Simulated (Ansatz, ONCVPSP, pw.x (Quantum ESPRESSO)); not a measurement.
## scandium: does the ONCV potential hold in the solid?

| Item | Value |
| --- | --- |
| Element | Sc (Z = 21) |
| Generator | ONCVPSP 4.0.1 |
| Type | optimised norm-conserving Vanderbilt (ONCV) |
| Functional | PBEsol |
| Relativity | scalar-relativistic |
| Frozen core | [Ne] |
| Valence charge | 11 |
| Reference configuration | 3s2 3p6 3d1 4s2 |
| Partial waves | 3s+4s: rc 2.10 bohr, ncon 5, nbas 8, qcut 6 1/bohr, 2 projectors; 3p: rc 1.70 bohr, ncon 4, nbas 8, qcut 8 1/bohr, 1 projector; 3d: rc 1.55 bohr, ncon 4, nbas 8, qcut 9.2 1/bohr, local |
| Local potential | the d channel |
| Core correction | none |

Crystal test: fcc Sc in pw.x 7.5, no spin, 12³ k-points, Fermi–Dirac smearing 0.01 Ry, cutoffs 90/360 Ry. The reference is all-electron LAPW (Ansatz 0.2.0) with the same functional, mesh and smearing; V0 and B0 come from Birch–Murnaghan fits to the pressures at five volumes. Errors are pseudo minus all-electron; Δ is the rms difference of the E(V) curves that follow from these fits, minima aligned, over ±6 % about the mean V0. Mesh and smearing are coarse, so the numbers serve the comparison and aren't converged zero-temperature values; the lattice is a test structure that the element need not adopt.

All-electron: a0 = 4.566 Å (V0 = 23.79 Å³/atom), B0 = 53.1 GPa.

How far does the potential miss the all-electron equation of state?

mean pressure error (GPa): +0.32; a0 (Å): 4.575; a0 error (%): +0.20; B0 error (%): -0.8; Δ (meV/atom): 1.6. Atomic configuration tests: 1 of 4 tests not solved or not reliable.

| V (Å³/atom) | P all-electron (GPa) | P pseudo (GPa) |
| --- | --- | --- |
| 22.593 | 2.97 | 3.32 |
| 23.187 | 1.42 | 1.75 |
| 23.782 | 0.02 | 0.34 |
| 24.377 | -1.24 | -0.94 |
| 24.971 | -2.38 | -2.09 |

At the middle volume, how do free energy and pressure move when the wave cutoff is lowered (ecutrho kept at four times it)?

| cutoff (Ry) | shift of F (meV/atom) | shift of P (GPa) |
| --- | --- | --- |
| 40 | +1011.3 | -17.04 |
| 54 | +171.8 | -5.89 |
| 72 | +5.3 | -0.42 |

The run at the middle volume (72 k-points, 8 iterations) took about 19 s on one core of a shared host (Intel(R) Xeon(R) 6975P-C, 192 threads, 756 GiB, load 148).
